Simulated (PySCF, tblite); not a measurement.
Isomers of C5H8F (doublet state). Method: GFN2-xTB as coded in tblite; computed harmonic values from a numerical Hessian at the method's own geometry, unscaled. Against measured fundamentals such values can be off by several per cent, at times by over 20. One conformer each. Open shells enter through the occupations alone, without spin polarisation, and single modes of such species can be off by tens of per cent.

Electronic energies: B3LYP/pcH-1 single points on the GFN2-xTB geometries (PySCF, gas phase).

| SMILES | electronic energy, lowest = 0 (kcal/mol) |
| --- | --- |
| FC[C@@H]1[CH]CC1 | 7.5 |
| FCC1C[CH]C1 | 7.4 |
| CC1(F)C[CH]C1 | 0.0 |
| C[C@H](F)[C]1CC1 | 9.7 |

Problem. How do GFN2-xTB zero-point energies change the relative energies?

Solution. 
| SMILES | ZPE (kcal/mol) | of it from modes above 1550 cm⁻¹ | electronic (kcal/mol) | with ZPE, lowest = 0 (kcal/mol) | lowest mode (cm⁻¹) | rings |
| --- | --- | --- | --- | --- | --- | --- |
| CC1(F)C[CH]C1 | 70.9 | 34.2 | 0.0 | 0.0 | 80 | 1 |
| FCC1C[CH]C1 | 71.5 | 33.8 | 7.4 | 8.0 | 74 | 1 |
| FC[C@@H]1[CH]CC1 | 71.6 | 34.0 | 7.5 | 8.2 | 71 | 1 |
| C[C@H](F)[C]1CC1 | 71.4 | 34.6 | 9.7 | 10.2 | 27 | 1 |

The zero-point energies span 0.7 kcal/mol, from `CC1(F)C[CH]C1` to `FC[C@@H]1[CH]CC1`. The order is unchanged.

Problem. And how do the electronic energies of GFN2-xTB itself compare?

Solution. `CC1(F)C[CH]C1` 0.0; `FCC1C[CH]C1` 4.4; `FC[C@@H]1[CH]CC1` 4.5; `C[C@H](F)[C]1CC1` 14.2 kcal/mol, lowest = 0. Against the energies above, taken from the same isomer `CC1(F)C[CH]C1`, the largest difference is 4.5 kcal/mol.

Problem. What do entropy and thermal enthalpy add at 298.15 K and 1 bar (rigid rotor, harmonic oscillator, one conformer each)?

Solution. 
```
          SMILES  point group  symmetry number  S (cal/(mol K))  H − H(0) (kcal/mol)  ZPE + H − H(0) − TS (kcal/mol)
   CC1(F)C[CH]C1           Cs                1             81.9                 4.91                            51.4
     FCC1C[CH]C1           C1                1             82.0                 4.76                            51.8
FC[C@@H]1[CH]CC1           C1                1             82.5                 4.80                            51.8
C[C@H](F)[C]1CC1           C1                1             85.0                 5.02                            51.1
```

S holds R ln(2S + 1) for the spin.
